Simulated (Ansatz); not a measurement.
# BNH2 (singlet): from Hartree-Fock to the top rungs, cc-pVTZ

How much of the correlation energy of BNH2 (singlet) does each wave-function method recover here?

The runs use Ansatz 0.2.0, Gaussian basis; cc-pVTZ, core rule «outside noble gas», up to 2 orbitals frozen.

Plan: UHF; CCSD(T) on RHF; BCCD(T) on RHF; CCSDT(Q) on RHF; CASSCF and MRCISD+Q, 10 electrons in 10 orbitals; CASSCF and NEVPT2, 10 electrons in 10 orbitals.

3 further runs of the same task are left out: 3 set aside as unsound or not needed. Runs told in other sessions of the task aren't counted.

## (1) The system

The geometry is a PBE0/def2-TZVP stationary point (not a proven minimum).

4 atoms, charge 0, spin multiplicity 1.

Atoms are counted from 1 here; the program's logs count them from 0.

Bond lengths: B1–N2 1.233 Å, B1–H3 1.172 Å, N2–H4 0.991 Å. Angles: N2–B1–H3 180.0°, B1–N2–H4 180.0°.

## (2) UHF

Input file in.yaml:

```yaml
crystal:
  periodic: [false, false, false]
  atoms:
    - {symbol: B, position_ang: [0.000000, 0.000000, 0.571255]}
    - {symbol: N, position_ang: [0.000000, 0.000000, -0.661337]}
    - {symbol: H, position_ang: [0.000000, 0.000000, 1.742910]}
    - {symbol: H, position_ang: [0.000000, 0.000000, -1.652828]}
basis:
  gaussian: {orbitals: cc-pVTZ}
magnetization: {spin_polarized: true, initial_magnetization: 0}
hamiltonian: {xc: hf}
output: {orbitals: {seedname: orbitals}}
```

The run is started by

```console
$ ansatz run in.yaml --threads 1 --pin off --events-out ev --progress --plain --max-ram 2816MiB --backend cpu
```

The runs that follow: CCSD(T) on RHF; BCCD(T) on RHF; CCSDT(Q) on RHF; CASSCF and MRCISD+Q, 10 electrons in 10 orbitals; CASSCF and NEVPT2, 10 electrons in 10 orbitals.

Before running them: what should the planned runs give, taken together? Wanted: RCCSDT(Q) from the RHF energy; RMP2 from RCCSDT(Q); RCCSD from RCCSDT(Q); RCCSD(T) from RCCSDT(Q); NEVPT2 valence from RCCSDT(Q); MRCISD+Q valence from RCCSDT(Q); T1 diagnostic; effectively unpaired electrons.

The runs gave:

| quantity | value |
| --- | --- |
| RCCSDT(Q) from the RHF energy | -9.0040 eV |
| RMP2 from RCCSDT(Q) | +16.67 kcal/mol |
| RCCSD from RCCSDT(Q) | +9.76 kcal/mol |
| RCCSD(T) from RCCSDT(Q) | +0.73 kcal/mol |
| NEVPT2 valence from RCCSDT(Q) | +25.21 kcal/mol |
| MRCISD+Q valence from RCCSDT(Q) | +1.58 kcal/mol |
| levels within 1 kcal/mol (43 meV) | RCCSD(T), BCCD(T), RCCSDT |
| T1 diagnostic | 0.016 |
| effectively unpaired electrons | 0.04 |

In words: RCCSD(T) lands +0.73 kcal/mol from the yardstick (0.4 % of the correlation energy). One determinant dominates. Of the multireference levels listed MRCISD+Q valence comes nearest in total energy (+1.58 kcal/mol), which doesn't show that its space is the better one. These misses are within one basis, not against nature.
